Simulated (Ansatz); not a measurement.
Relaxed structures of AlBSiH2, singlet (PBE0-D4/def2-TZVP; forces vanish, vibrations not checked; lower isomers may exist, and structures with a doubtful reference or unclear bonds are left out; Å). Ansatz 0.2.0; basis: def2-TZVPP; cores frozen in the correlated methods.

**Question.** Rank them by CCSD(T) energy, lowest first, and give each one's height above the lowest. Links in brackets join atoms within 1.22 times the sum of their covalent radii (1.1 for two metals). (An estimate is asked for; the value comes from the calculation.)
A.
AlBSiH₂ ([B]1[AlH][SiH]1)
```
5
angstrom
B -0.7060 -1.1154 0.5426
Si 0.4257 0.1579 1.1544
Al -0.4132 -0.1458 -1.1417
H -0.4181 0.3676 -2.6379
H 1.2550 0.9000 2.1519
```
B.
AlBSiH₂ ([BH]1[Al][SiH]1)
```
5
angstrom
B 0.3205 0.1076 0.9015
Si -0.4102 -0.2175 -0.9240
Al -0.9165 -1.4897 0.8249
H -0.0591 0.6520 -2.1000
H 1.0496 0.8764 1.4439
```
C.
AlBSiH₂ ([BH]1[AlH][Si]1)
```
5
angstrom
B 0.2926 -0.0069 1.1254
Si -0.8501 -1.3886 0.7846
Al -0.3164 -0.0716 -0.9897
H -0.1654 0.6189 -2.4065
H 1.0393 0.8482 1.4861
```

**Answer.** The calculation gives: C (0.0 kJ/mol), B (70.5 kJ/mol), A (112.9 kJ/mol). Heights count from the lowest.

No T1 diagnostic of these runs exceeds 0.026. The T1 diagnostic is large here, which may signal multireference character or strong orbital relaxation, so CCSD(T) is less sure. The restricted Hartree–Fock reference is unstable towards an unrestricted one at one or more of these structures.

For scale, one of the runs: CCSD(T)/def2-TZVPP, 143 basis functions, launched by `ansatz run in.yaml --threads 2 --pin off --events-out ev --progress --plain --max-ram 4352MiB`. Time: 8.5 s of wall clock on 2 CPU threads of an Arm Neoverse V1; the host was shared. Peak host memory: 0.72 GiB.
